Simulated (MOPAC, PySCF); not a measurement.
CHN, SMILES `N#C`, neutral singlet in the gas phase. 

Cartesian coordinates (Å):
```xyz
3

C     -0.0276     0.0001     0.0000
N      1.1309    -0.0033     0.0000
H     -1.1033     0.0032     0.0000
```
Charge 0, multiplicity 1.

All levels are single points at this geometry (PBE-D3(BJ)/def2-TZVP); Pople sets use spherical d functions. Orbital energies aren't observables, and empty levels follow the basis.

AM1 in MOPAC gives dipole (D) = 2.37.

Question: Estimate the dipole (D) from each of these levels: PBE-D3(BJ)/def2-TZVP in PySCF; SVWN5/6-31G* in PySCF; HF/6-31G* in PySCF; HF/STO-3G in PySCF; PM3 in MOPAC.

Answer: 
```csv
level,dipole (D)
PBE-D3(BJ)/def2-TZVP in PySCF,2.93
SVWN5/6-31G* in PySCF,2.86
HF/6-31G* in PySCF,3.25
HF/STO-3G in PySCF,2.46
PM3 in MOPAC,2.71
```
